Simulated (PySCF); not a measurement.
Computed with PBE-D3(BJ)/def2-TZVP // B3LYP-D3(BJ)/def2-TZVP in PySCF. All species are isolated molecules in the gas phase. 

Reference species (SMILES): `[OH]` (neutral, multiplicity 2).

```json
{
 "dipole_moment": "1.73 D",
 "highest_occupied_spin_orbital": "-7.16 eV"
}
```

Changed species: `[Cl][In][Cl]` (radical fragment; the reference has radical fragment).

Q: Predict the effect on the dipole moment and highest occupied spin orbital.

A: the dipole moment goes up by 0.71 D, to 2.44 D; the highest occupied spin orbital rises by 1.00 eV, to -6.16 eV.
